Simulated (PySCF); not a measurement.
C6H9 (charge +1).
Geometry (GFN2-xTB, Å), atoms numbered from 1 in this order:
```
atom  x, y, z in Å
C1    -2.2470    0.0570    0.6761
C2    -0.7280    0.0424    0.7876
C3    -0.0925   -0.0209   -0.6064
C4     1.3330   -0.0421   -0.6265
C5     2.5534   -0.0358    0.0541
C6     2.5520   -0.0826   -1.3069
H7    -2.6101   -0.8422    0.1848
H8    -2.5873    0.9220    0.1127
H9    -2.6908    0.1028    1.6657
H10   -0.4128   -0.8222    1.3729
H11   -0.3904    0.9427    1.3026
H12   -0.4537   -0.9029   -1.1576
H13   -0.4312    0.8236   -1.2264
H14    3.1029   -0.0127    0.9698
H15    3.0981   -0.1212   -2.2243
```

Closed-shell single points with PySCF (density fitting; grid level 2 and gas phase unless stated) on one GFN2-xTB geometry.

Question: Rank these settings by the number of (spherical) basis functions, lowest first.
A. LDA/6-31G*
B. PBE0/6-311+G(2d,p), grid level 3
C. PBE0/cc-pVDZ, IEF-PCM chloroform, start guess huckel

Answer: A (102), C (129), B (216).

Question: Rank these settings by the LUMO energy, lowest first.
A. PBE0/cc-pVDZ, IEF-PCM chloroform, start guess huckel
B. LDA/6-31G*
C. PBE0/6-311+G(2d,p), grid level 3

Answer: B (-8.20 eV), C (-6.94 eV), A (-3.01 eV).

All figures of these runs:

| settings | basis functions | SCF cycles | E (Eh) | HOMO (eV) | LUMO (eV) |
| --- | --- | --- | --- | --- | --- |
| PBE0/cc-pVDZ, IEF-PCM chloroform, start guess huckel | 129 | 11 | -233.5005 | -10.39 | -3.01 |
| PBE0/6-311+G(2d,p), grid level 3 | 216 | 13 | -233.4767 | -13.56 | -6.94 |
| LDA/6-31G* | 102 | 14 | -231.4810 | -12.00 | -8.20 |

Cycle counts include a coarse-grid stage where the run had one. All basis functions are spherical, in the Pople sets too. The structure is a single GFN2-xTB conformer; no vibrational corrections.
